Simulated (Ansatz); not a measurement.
**Structure relaxation of Li2Be**

These are results of DFT PBE, scalar-relativistic, plane waves, PAW (Ansatz 0.2.0), not measurements. Cutoff 420 eV, Γ-centred k mesh, Gaussian smearing, no spin polarisation in the final step.

The start is a random cell of Li2Be with space group Pba2 (No. 32), drawn with lower limits on the distances.

```
CELL_PARAMETERS angstrom
4.00055 0.00000 0.00000
0.00000 4.87860 0.00000
0.00000 0.00000 3.58192
ATOMIC_POSITIONS crystal
Li 0.75000 0.16667 0.75000
Li 0.25000 0.33333 0.75000
Li 0.75000 0.66667 0.75000
Li 0.25000 0.83333 0.75000
Be 0.00000 0.00000 0.50000
Be 0.50000 0.50000 0.50000
```

Cell and atoms relax at zero pressure; the relaxation can't lower the symmetry of the start. After a coarse first stage the cell is made exact in the group found at 0.06 Å.

Energies over the elements count from the elements' standard structures at the same level, with no empirical corrections.

Question: Which crystal results?

Answer: It ends in P6/mmm (No. 191). Conventional cell: a = 4.345 Å, c = 2.351 Å. Li is coordinated by 2 Li at 2.35 Å, 3 Li at 2.51 Å and 6 Be at 2.77 Å; Be has 2 Be at 2.35 Å and 12 Li at 2.77 Å.

```cif
data_structure
_symmetry_space_group_name_H-M 'P6/mmm'
_symmetry_Int_Tables_number 191
_cell_length_a 4.3447
_cell_length_b 4.3447
_cell_length_c 2.3512
_cell_angle_alpha 90.000
_cell_angle_beta 90.000
_cell_angle_gamma 120.000
_cell_volume 38.44
loop_
_atom_site_label
_atom_site_type_symbol
_atom_site_symmetry_multiplicity
_atom_site_Wyckoff_symbol
_atom_site_fract_x
_atom_site_fract_y
_atom_site_fract_z
_atom_site_occupancy
Li1 Li 2 d 0.66667 0.33333 0.50000 1
Be1 Be 1 a 0.00000 0.00000 0.00000 1
```

Question: What are its volume, energy, density and gap?

Answer: The volume per atom is 12.81 Å³ and the density is 0.99 g/cm³. The energy over the elements is 0.22 eV/atom and the gap on the 12×12×18 mesh is 0 eV (a metal).

The final run used a 12×12×18 mesh on its 3-atom cell and 0.10 eV smearing. The k mesh leaves about 4 meV/atom of noise in metals. A structure relaxed within its symmetry needn't be a true minimum. The steps took of the order of 110 core-seconds in all.

Cost: 2 runs of about 1.8 core-minutes in all, on Arm Neoverse V2 (shared hosts).